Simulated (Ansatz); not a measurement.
Species: C2H3O, SMILES `C[C]=O` (charge 0, multiplicity 2), formula C2H3O.

Q: How many basis functions does frozen-core CCSD(T)/cc-pVTZ // B3LYP-D3(BJ)/def2-TZVP run with Ansatz (a program for electronic structure) use, how many core orbitals are frozen, and how many electrons are correlated?

A: 132 basis functions and 3 frozen orbitals, which leaves 17 correlated electrons. Core time is of the order of seconds.
